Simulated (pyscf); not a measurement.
This saddle point was located with ωB97X-D3(BJ)/def2-SVP in PySCF.

```xyz
7

S      0.8500     0.1734     0.9299
W     -1.0939    -0.3119     0.0218
S     -0.9485    -2.1205    -1.0136
F     -2.5226     0.7726    -0.4920
F     -2.0117    -0.7852     1.5492
Cl    -0.0506     1.0839    -1.8761
H      0.7617     0.8200    -0.5986
```
Charge 0, spin multiplicity 1.

Surface: singlet, charge 0. Lowest wavenumbers (cm⁻¹): 953i, 97, 156, 169, 194.

### Question
Name the species on either side of this saddle.

### Answer
F–W(F)(=S)=S + HCl <-> F–W(F)(=S)(SH)–Cl, an addition across a multiple bond or ene-type step read from left to right: Cl–H broken and H–S, Cl–W formed. At ωB97M-D3(BJ)/def2-TZVP it lies +14.4 kcal/mol from the left side and +27.3 kcal/mol from the right (each side as separated species at their lowest minima found). On the product side the descent ends in a point that may be a rotor saddle (no frequency run), 2.0 kcal/mol over the lowest minimum found and 25.9 kcal/mol under the saddle at ωB97X-D3(BJ)/def2-TZVP. At ωB97X-D3(BJ)/def2-TZVP the barrier from the zero used here is 8.6 kcal/mol. One saddle was located; it need not be the lowest between these sides. Elements past Kr carry the def2 core potentials, without spin-orbit coupling.
